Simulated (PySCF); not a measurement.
C3H5ClNO (doublet state).
Atom-mapped SMILES: `[NH:1][C:2](=[O:3])[CH2:4][CH2:5][Cl:6]` (hydrogens: H7 on N1; H8, H9 on C4; H10, H11 on C5)

Cartesian coordinates in Å at the GFN2-xTB level; atoms count from 1:
```xyz
11
C3H5ClNO angstrom
N      2.053    0.351    0.733
C      1.015   -0.217    0.227
O      1.137   -1.226   -0.502
C     -0.362    0.343    0.541
C     -1.277    0.132   -0.652
Cl    -1.205   -1.582   -1.158
H      2.941   -0.082    0.501
H     -0.275    1.401    0.785
H     -0.743   -0.191    1.414
H     -2.317    0.347   -0.408
H     -0.960    0.728   -1.508
```

The hyperfine couplings belong to this conformer and change with its torsions.

Level of theory: UKS B3LYP, pcH-1 on C Cl H N O, non-relativistic, mean-field spin-orbit, GIAO (PySCF 2.14.0). One conformer (not necessarily the lowest) at the GFN2-xTB geometry, without solvent, vibrations or thermal averaging. A GFN2-xTB geometry isn't a minimum of the functional, and hyperfine couplings can be far from their values at a DFT geometry. Stability of the SCF solution: not tested.

(1) The isotropic 13C couplings are -37.8, -5.0, -0.7 MHz. Assign them to C2; C4; C5.

(2) The isotropic 1H couplings, averaged over equivalent nuclei, are +11.7, +5.8, -0.5 MHz. Assign them to H7; H8/H9; H10/H11.

Answers

(1) 
```csv
site,a_iso (MHz),ρ(0) (bohr⁻³),position,distance from O3 (Å),spin population,largest |T| (MHz)
C2,-37.8,-0.0337,1 bond from O3,1.25,-0.05,11.4
C4,-5.0,-0.0045,2 bonds from O3,2.41,+0.03,6.0
C5,-0.7,-0.0006,3 bonds from O3,2.77,-0.01,1.1
```

(2) 
```json
{"site": "H7", "a_iso (MHz)": "+11.7", "ρ(0) (bohr⁻³)": "+0.0026", "position": "3 bonds from O3, on N1 of spin population +0.29", "distance from O3 (Å)": "2.36", "bound to": "N1", "spin population there": "+0.29", "largest |T| (MHz)": "26.1"}
{"site": "H8/H9", "a_iso (MHz)": "-0.5", "ρ(0) (bohr⁻³)": "-0.0001", "position": "3 bonds from O3", "distance from O3 (Å)": "3.06", "bound to": "C4", "spin population there": "+0.03", "largest |T| (MHz)": "3.8"}
{"site": "H10/H11", "a_iso (MHz)": "+5.8", "ρ(0) (bohr⁻³)": "+0.0013", "position": "4 bonds from O3", "distance from O3 (Å)": "3.42", "bound to": "C5", "spin population there": "-0.01", "largest |T| (MHz)": "3.1"}
```

ρ(0) is the spin density at the nucleus and T the dipolar tensor; a_iso includes a spin–orbit part; entries for several nuclei are means. Largest spin populations (Mulliken): O3 (+0.61), N1 (+0.29) and Cl6 (+0.13).

Means are taken over nuclei equivalent by connectivity, which assumes that they swap fast. The 1H value of +5.8 MHz is a mean of couplings from 0.8 to 10.8 MHz in this one geometry, not an average over conformers.

The SMILES `[NH]C(=O)CCCl` draws the unpaired electron on N1, whose computed spin population is only +0.29.
